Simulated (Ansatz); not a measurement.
# CH₃ (doublet): wave-function methods side by side at a displaced geometry (v2), cc-pVTZ

Aim: climb from Hartree-Fock through coupled cluster and multireference methods for CH₃ (doublet) at one geometry and basis, and see what each rung misses.

Program: Ansatz 0.2.0, Gaussian basis. Level of theory: cc-pVTZ, core rule «outside noble gas», up to 1 orbitals frozen. These are calculated values, not measurements.

The runs, in order: UHF; CCSD(T) on ROHF; CCSD(T) on UHF; BCCD(T) on ROHF; CCSDT(Q) on ROHF; CCSDT(Q) on UHF; CASSCF and MRCISD+Q, 7 electrons in 7 orbitals; CASSCF and NEVPT2, 7 electrons in 7 orbitals.

21 further runs of the same task are left out: 8 that didn't finish, 13 set aside as unsound or not needed. Runs told in other sessions of the task aren't counted.

## (1) The system

The geometry is a PBE0/def2-TZVP stationary point (not a proven minimum) with its atoms shifted at random (size 0.100 Å).

4 atoms, charge 0, spin multiplicity 2.

Atoms are counted from 1 here; the program's logs count them from 0.

Bond lengths: C1–H2 0.915 Å, C1–H3 1.108 Å, C1–H4 1.153 Å. Angles: H2–C1–H3 123.9°, H2–C1–H4 118.9°, H3–C1–H4 117.1°.

## (2) UHF

in.yaml

```yaml
crystal:
  periodic: [false, false, false]
  atoms:
    - {symbol: C, position_ang: [0.017315, 0.006369, -0.002456]}
    - {symbol: H, position_ang: [0.932372, 0.028768, 0.008817]}
    - {symbol: H, position_ang: [-0.623052, 0.910550, -0.001777]}
    - {symbol: H, position_ang: [-0.515648, -1.015207, 0.022227]}
basis:
  gaussian: {orbitals: cc-pVTZ}
magnetization: {spin_polarized: true, initial_magnetization: 1}
hamiltonian: {xc: hf}
output: {orbitals: {seedname: orbitals}}
```

Launch:

```
$ ansatz run in.yaml --threads 1 --pin off --events-out ev --progress --plain --max-ram 2393MiB
```

The runs that follow: CCSD(T) on ROHF; CCSD(T) on UHF; BCCD(T) on ROHF; CCSDT(Q) on ROHF; CCSDT(Q) on UHF; CASSCF and MRCISD+Q, 7 electrons in 7 orbitals; CASSCF and NEVPT2, 7 electrons in 7 orbitals.

Q: Predict the results of all the runs planned. Wanted: UCCSDT(Q) from the RHF energy; RMP2 from UCCSDT(Q); UMP2 from UCCSDT(Q); RCCSD from UCCSDT(Q); RCCSD(T) from UCCSDT(Q); UCCSD(T) from UCCSDT(Q); RCCSDT(Q) from UCCSDT(Q); NEVPT2 valence from UCCSDT(Q); MRCISD+Q valence from UCCSDT(Q).

The runs gave:

| quantity | value |
| --- | --- |
| UCCSDT(Q) from the ROHF energy | -5.1247 eV |
| RMP2 from UCCSDT(Q) | +15.98 kcal/mol |
| UMP2 from UCCSDT(Q) | +16.23 kcal/mol |
| RCCSD from UCCSDT(Q) | +3.34 kcal/mol |
| RCCSD(T) from UCCSDT(Q) | +0.37 kcal/mol |
| UCCSD(T) from UCCSDT(Q) | +0.36 kcal/mol |
| RCCSDT(Q) from UCCSDT(Q) | +0.02 kcal/mol |
| NEVPT2 valence from UCCSDT(Q) | +17.47 kcal/mol |
| MRCISD+Q valence from UCCSDT(Q) | +0.43 kcal/mol |
| levels within 1 kcal/mol (43 meV) | RCCSD(T), UCCSD(T), BCCD(T), RCCSDT, UCCSDT, RCCSDT(Q), MRCISD+Q valence |
| T1 diagnostic | 0.014 |
| effectively unpaired electrons | 1.01 |

**Reading.** RCCSD(T) lands +0.37 kcal/mol from the yardstick (0.3 % of the correlation energy). One determinant dominates. Of the multireference levels listed MRCISD+Q valence comes nearest in total energy (+0.43 kcal/mol), which doesn't show that its space is the better one. These misses are within one basis, not against nature; the frozen cores of restricted and unrestricted runs differ, which can shift their rows.
